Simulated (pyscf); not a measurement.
Optimised with ωB97X-D3(BJ)/def2-SVP in PySCF.

### Question
Estimate the classical barrier height and the reaction energy of HO–SiH•–F + water (H₂O) → HO–SiH•–OH + hydrogen fluoride (HF) at ωB97M-D3(BJ)/def2-TZVP. The step runs on the doublet surface, breaks F–Si, H–O and forms O–Si, F–H; take the separated reactants as zero.

### Answer
ΔE‡ = 1.07 eV, ΔE = +0.45 eV. Zero-point energy shifts the barrier by +0.01 eV. It is a four-centre exchange, with an imaginary mode of 690i cm⁻¹. On the reactant side the descent ends in a bound adduct, 0.36 eV under the separated species and 1.45 eV under the saddle at ωB97X-D3(BJ)/def2-TZVP. On the product side the descent ends in a bound adduct, 0.45 eV under the separated species and 1.11 eV under the saddle at ωB97X-D3(BJ)/def2-TZVP. This is the saddle that the search found; another between the same sides may lie lower.
